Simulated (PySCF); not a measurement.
**Dipole moment and polarisability of 2-methylbutanenitrile**

Compound: 2-methylbutanenitrile, C5H9N.
Atom-mapped SMILES: `[CH3:1][CH2:2][C@@H:3]([CH3:4])[C:5]#[N:6]` (hydrogens: H7, H8, H9 on C1; H10, H11 on C2; H12 on C3; H13, H14, H15 on C4)

Structure used (GFN2-xTB), in Å, numbered top down from 1:
```
atom  x, y, z in Å
C1     1.8628    0.6066    0.2714
C2     0.6015   -0.1608    0.6472
C3    -0.4389   -0.1413   -0.4839
C4    -1.6463   -1.0280   -0.1624
C5    -0.8871    1.2141   -0.7097
N6    -1.2505    2.2857   -0.8733
H7     1.6243    1.6440    0.0461
H8     2.3346    0.1646   -0.6042
H9     2.5767    0.5867    1.0910
H10    0.1600    0.2744    1.5467
H11    0.8526   -1.2013    0.8663
H12    0.0332   -0.4917   -1.4109
H13   -2.3747   -0.9924   -0.9700
H14   -2.1300   -0.6945    0.7536
H15   -1.3227   -2.0581   -0.0296
```

Level: B3LYP/def2-SVPD (PySCF), static field, nuclei fixed, core orbitals frozen in the response. The polarisability tensor in these axes (au):

```
x   66.34 -0.74  3.33
y   -0.74 69.83 -3.73
z    3.33 -3.73 55.96
```

Task: What are the eigenvalues, a third of the trace, and Δα (Δα² = ½Σ(αi − αj)² over the three pairs)?

Result: Principal values 54.24, 66.59 and 71.30 au; mean 64.04 au = 9.49 Å³ = 10.56 × 10⁻⁴⁰ C²·m²/J; Δα = 15.26 au (24 % of the mean).

Task: What is the dipole moment, and where does it point?

Result: (1.34, -3.75, 0.79) D, 4.06 D in size, pointing from the negative to the positive side. Measured along this direction, the outermost atoms are N6 at the negative end and H11 and H15 at the positive end.

Task: Refractivity n − 1 of an ideal gas of it at 350 K and 1 atm, from the electronic α?

Result: N = p/kT = 2.0968 × 10¹⁹ cm⁻³, so n − 1 = 2π × N × 9.49 × 10⁻²⁴ cm³ = 1250 × 10⁻⁶ at long wavelengths, for an ideal gas.

Task: What depolarisation ratio follows for Rayleigh scattering of linearly polarised light, taking the static tensor?

Result: ρ = 3Δα²/(45ᾱ² + 4Δα²) = 698.2/(184577 + 931.0) = 0.00376.

Task: In a dilute gas of rigid molecules at 400 K, how does the orientational term μ²/3kT compare with the electronic polarisability?

Result: In Gaussian units μ²/3kT = 99.42 Å³ against 9.49 Å³, a ratio of 10.48; the Debye molar polarisation (4π/3)N_A(α + μ²/3kT) is 274.7 cm³/mol, leaving out the vibrational part.

Isolated species at its GFN2-xTB geometry (one conformer only).
